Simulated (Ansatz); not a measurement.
Total energies of H2S5 from Ansatz at PBE0-D4/def2-TZVP, gas phase (1 Eh = 27.2114 eV = 2625.5 kJ/mol). The reference geometry is relaxed at PBE-D4/def2-SVP.

| state | geometry | energy (Eh) |
| --- | --- | --- |
| charge 0 singlet | reference | -1991.57204 |
| charge 1 doublet | reference | -1991.23812 |
| free S atom (triplet) | – | -397.97371 |
| free H atom (doublet) | – | -0.50104 |

Task: Work out the vertical ionisation energy to the doublet.

Result: E(charge 1 doublet) − E(charge 0 singlet) = -1991.23812 − (-1991.57204) = 0.33392 Eh = 9.09 eV. For comparison, −ε of the highest occupied level is 7.31 eV at this level, 1.78 eV less.

Task: What is the binding energy per atom against free atoms?

Result: Atoms: 5 × (-397.97371) + 2 × (-0.50104) = -1990.87063 Eh. Binding: -1990.87063 − (-1991.57204) = 0.70141 Eh = 19.09 eV, or 2.73 eV for each of 7 atoms (no zero-point energy, no counterpoise term).
